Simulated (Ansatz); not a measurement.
C₂H₄Cl, doublet, geometry from GFN2-xTB; BLYP/6-31G* (Ansatz, a program for electronic structure).

The Ansatz input:
Ansatz 0.2 input:
```yaml
crystal:
  periodic: [false, false, false]
  atoms:
    - {symbol: C, position_ang: [0.04677316, 0.70471225, -0.20454313]}
    - {symbol: C, position_ang: [1.51515190, 0.66822849, -0.06284299]}
    - {symbol: Cl, position_ang: [-0.86044375, -0.68577280, 0.14716918]}
    - {symbol: H, position_ang: [-0.45045613, 1.44149208, -0.80844228]}
    - {symbol: H, position_ang: [1.90236896, 1.68339302, 0.00115825]}
    - {symbol: H, position_ang: [1.80467594, 0.11434297, 0.82910532]}
    - {symbol: H, position_ang: [1.99940461, 0.18126514, -0.91938050]}
basis:
  gaussian:
    orbitals: 6-31G*
hamiltonian:
  xc: blyp
magnetization: {spin_polarized: true, initial_magnetization: 1}
```

Problem. Write the output that Ansatz gives for this input, abridged.

Solution. 
```
Functional definition: BLYP
737 factors; their error is unknown
mean field evaluation 1: about -14651.4582 eV, gradient 3.7e1 eV
mean field evaluation 2: about -14641.0198 eV, gradient 5.6e1 eV
mean field evaluation 4: about -14658.4339 eV, gradient 3.6e0 eV
mean field evaluation 8: about -14658.4968 eV, gradient 6.2e-2 eV
mean field evaluation 16: about -14658.4508 eV, gradient 6.4e-5 eV
mean field -14658.45076303 eV, -538.6881296866 hartree, gradient 9.4e-6 eV, S^2 0.752752; 0 other end points of the search recorded, 0 dependent functions left out
reference -14658.45099566 eV, -538.6881382355 hartree; 17, 16 occupied and 40, 41 virtual orbitals, 737 factors
Total energy: -14658.45099566 eV, -538.6881382355 hartree
```
